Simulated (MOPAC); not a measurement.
MOPAC input (PM3):

```
PM3 1SCF UHF MS=0.5 GEO-OK AUX(PRECISION=9) THREADS=1
CH4N

C     0.12308422 1    0.72061912 1   -0.00429280 1
N    -0.08838777 1   -0.65459201 1    0.00350807 1
H    -0.49686671 1   -1.03048228 1    0.84594274 1
H    -0.52475103 1   -1.03565837 1   -0.82245818 1
H     0.46644963 1    1.16516893 1    0.91843734 1
H     0.43537713 1    1.15940103 1   -0.94072157 1
```

From the last part of the output:

```
                                                       MOPAC v23.2.5 Linux

          FINAL HEAT OF FORMATION =         20.18408 KCAL/MOL =      84.45019 KJ/MOL

          COSMO AREA              =         68.91 SQUARE ANGSTROMS
          COSMO VOLUME            =         50.01 CUBIC ANGSTROMS

          IONIZATION POTENTIAL    =          8.065996 EV
          ALPHA SOMO LUMO (EV)    =         -8.066  2.518
          BETA  SOMO LUMO (EV)    =        -10.359  1.373
          NO. OF ALPHA ELECTRONS  =          7
          NO. OF BETA  ELECTRONS  =          6
          MOLECULAR WEIGHT        =         30.0493         POINT GROUP:  Cs

          MOLECULAR DIMENSIONS (Angstroms)

            Atom       Atom       Distance
            H     6    H     3     2.97604
            H     5    H     4     2.84147
            C     1    N     2     0.35815

          SCF CALCULATIONS        =          1

   ATOM   CHEMICAL          X               Y               Z
  NUMBER   SYMBOL      (ANGSTROMS)     (ANGSTROMS)     (ANGSTROMS)

     1       C          0.12308422  *   0.72061912  *  -0.00429280  *
     2       N         -0.08838777  *  -0.65459201  *   0.00350807  *
     3       H         -0.49686671  *  -1.03048228  *   0.84594274  *
     4       H         -0.52475103  *  -1.03565837  *  -0.82245818  *
     5       H          0.46644963  *   1.16516893  *   0.91843734  *
     6       H          0.43537713  *   1.15940103  *  -0.94072157  *

                             CARTESIAN COORDINATES

   1    C        0.123084220     0.720619120    -0.004292800
   2    N       -0.088387770    -0.654592010     0.003508070
   3    H       -0.496866710    -1.030482280     0.845942740
   4    H       -0.524751030    -1.035658370    -0.822458180
   5    H        0.466449630     1.165168930     0.918437340
   6    H        0.435377130     1.159401030    -0.940721570

           Empirical Formula: C H4 N  =     6 atoms

      MOLECULAR POINT GROUP   :   Cs

          ALPHA EIGENVALUES
 -32.46823 -22.39677 -17.02396 -15.67011 -12.83661 -11.96350  -8.06600   2.51755
   4.03752   4.30064   5.54504   5.89441

           BETA EIGENVALUES
 -31.83442 -21.72695 -16.85081 -15.36649 -12.63187 -10.35879   1.37324   2.95807
   4.50669   4.51027   5.82197   6.42824

              NET ATOMIC CHARGES AND DIPOLE CONTRIBUTIONS

  ATOM NO.   TYPE          CHARGE      No. of ELECS.   s-Pop       p-Pop
    1          C          -0.365916        4.3659     1.25237     3.11354
    2          N           0.131870        4.8681     1.34087     3.52726
    3          H           0.024218        0.9758     0.97578
    4          H           0.024218        0.9758     0.97578
    5          H           0.092805        0.9072     0.90720
    6          H           0.092805        0.9072     0.90720
 DIPOLE           X         Y         Z       TOTAL
 POINT-CHG.     0.011    -0.885     0.003     0.885
 HYBRID        -0.589     0.173     0.009     0.614
 SUM           -0.578    -0.713     0.012     0.918

          ATOMIC ORBITAL ELECTRON POPULATIONS

     Atom    s        px        py        pz
    1  C   1.25237   1.14533   0.94928   1.01894
    2  N   1.34087   1.50818   1.04716   0.97192
    3  H   0.97578
    4  H   0.97578
    5  H   0.90720
    6  H   0.90720

                    (SZ)    =    0.500000
                    (S**2)  =    0.759552

          ATOMIC ORBITAL SPIN POPULATIONS

    Atom   Total    s     px     py     pz
         Atomic
    1  C  0.9233  0.074  0.674  0.112  0.063
    2  N  0.1607  0.024  0.122  0.015  0.000
    3  H  0.0105  0.011
    4  H  0.0105  0.011
    5  H -0.0525 -0.053
    6  H -0.0525 -0.053

 **********************
 *                    *
 * JOB ENDED NORMALLY *
 *                    *
 **********************

 == MOPAC DONE ==
```
